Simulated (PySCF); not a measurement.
Atom-mapped SMILES (the numbers label the heavy atoms): `[CH3:1][CH:2]([CH3:3])[C:4](=[O:5])[OH:6]`; H(Xn) means a hydrogen on atom n.

One conformer, non-relativistic, isolated molecule, equivalent nuclei averaged. NMR shieldings at KT2/pcSseg-2/GIAO; spin–spin couplings from B3LYP/pcJ-1 (without the spin–dipole term); coordinates at the PBE0-D3(BJ)/def2-SVP level; PySCF.

List the cross peaks expected in HSQC, COSY and HMBC spectra.

Results:



HSQC (one-bond C–H):
```tsv
δH	δC	1J(C,H) (Hz)
2.70 (H(C2))	36.8 (C2)	130
1.18 (H(C1)/H(C3))	20.9 (C1/C3)	135
```

COSY cross peaks (|J| ≥ 2 Hz):
```tsv
δH	δH	abs. J (Hz)	bonds
2.70 (H(C2))	1.18 (H(C1)/H(C3))	8.0	3
```

HMBC (two and three bonds, |J| ≥ 2.5 Hz):
```tsv
δH	δC [abs. J in Hz]
2.70 (H(C2))	174.0 (C4) [7.8], 20.9 (C1/C3) [4.5]
1.18 (H(C1)/H(C3))	174.0 (C4) [5.4], 36.8 (C2) [3.5], 20.9 (C1/C3) [5.5]
```

Shifts are taken against calculated references (same method and geometry level): TMS for 1H and 13C.

The OH or NH signal is concentration- and solvent-dependent in practice; the value given is the gas-phase one. Unscaled 3J(H,H) at this level run about 10 % above measured values. Shifts are as computed. Against solution values, carbons near 30 ppm lie about +3 ppm off and those near 130 ppm about -1 ppm. Of 1211 compounds with measured shifts, 218 miss one by over three times the rms of a fit or turn the order of signals round; such compounds aren't used in these exercises. The C=O carbon of an acid or of an amide with N–H lies up to 10 ppm further downfield in solution, through hydrogen bonding that the calculation lacks.
